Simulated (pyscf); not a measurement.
H₃C–CH₂–ZnH + hydrogen chloride (HCl) → H₃C–CH₂–Zn–Cl + hydrogen (H₂) (four-centre exchange; singlet surface; H–Zn, Cl–H broken, Cl–Zn, H–H formed). Structures and frequencies: ωB97X-D3(BJ)/def2-SVP in PySCF. Rate constants from transition-state theory, ωB97M-D3(BJ)/def2-TZVP energies (ideal gas, 1 atm, RRHO with modes under 100 cm⁻¹ raised to 100, one conformer, R ln 2 for rigid chiral ones; no tunnelling), k in cm³ molecule⁻¹ s⁻¹.

```tsv
T (K)	1000/T	log10 k
298	3.354	-17.37
600	1.667	-14.95
900	1.111	?
1200	0.833	-13.40
```

Problem. Fit an Arrhenius line to the three values, give the activation energy, and predict k at 900 K.

Solution. Least squares gives log10 k = -12.21 − 1.55 × 1000/T, so Ea = 1.55 × ln 10 × 1.987 = 7.1 kcal/mol, against an electronic barrier of 5.7. At 900 K the line gives -13.93; the computed value is -13.97 (ΔG‡ = 34.3 kcal/mol), close to the line. On the reactant side the descent ends in a complex, 4.8 kcal/mol under the separated species and 8.2 kcal/mol under the saddle at ωB97X-D3(BJ)/def2-TZVP. At ωB97X-D3(BJ) the barrier from the zero used here is 3.5 kcal/mol. This is the saddle that the search found; another between the same sides may lie lower. Elements up to Kr have no core potential and no relativistic terms here.
